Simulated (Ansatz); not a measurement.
Total energies of C₂H₃FO, SMILES `C=C(O)F`.

Z-matrix (Å, degrees):
```
C
C 1 1.320
H 1 1.078 2 119.7
H 1 1.079 2 119.7 3 180.0
O 2 1.334 1 126.4 3 -179.9
F 2 1.338 1 122.1 3 0.0
H 5 0.963 2 108.9 1 -179.7
```

Total charge 0; spin multiplicity 1. The geometry is a stationary point of PBE0-D4/def2-TZVP. It is one conformer, not always the lowest. Basis def2-TZVPP, Ansatz.

RPA on PBE orbitals: Hartree–Fock energy of these orbitals -251.81998 Eh, correlation -1.24618 Eh (frozen core).

```csv
functional,energy without D4 (Eh),D4 term (kJ/mol)
LDA (SPW92),-251.27994,–
revPBE,-253.08872,-32.1
B97M-V,-253.10875,–
PBE0,-252.89826,-6.9
r2SCANh,-253.02862,-2.1
r2SCAN0,-253.00770,-2.3
HSE06 (plane-wave form),-252.88666,-6.3
CAM-B3LYP,-253.07982,-6.7
ωB97X-V,-253.08268,–
ωB97M-V,-253.08723,–
```

Q: Give the same for PBE, BLYP, r2SCAN, B3LYP, BHLYP, LC-ωPBE, B2PLYP, PBE-QIDH. (Best estimate.)

A: The calculation gave: 
```tsv
functional	energy without D4 (Eh)	D4 term (kJ/mol)
PBE	-252.89483	-8.4
BLYP	-253.11799	-19.4
r2SCAN	-253.04324	-2.0
B3LYP	-253.17099	-13.4
BHLYP	-253.04325	-8.9
LC-ωPBE	-253.01540	–
B2PLYP	-252.99571	–
PBE-QIDH	-252.86030	–
```

B3LYP takes the VWN-RPA correlation (the form of Gaussian; ORCA's B3LYP/G). HSE06 is the plane-wave form, built on full-range PBE exchange. The double hybrids freeze the cores in their second-order part.

LC-ωPBE has ω = 0.4 bohr⁻¹.
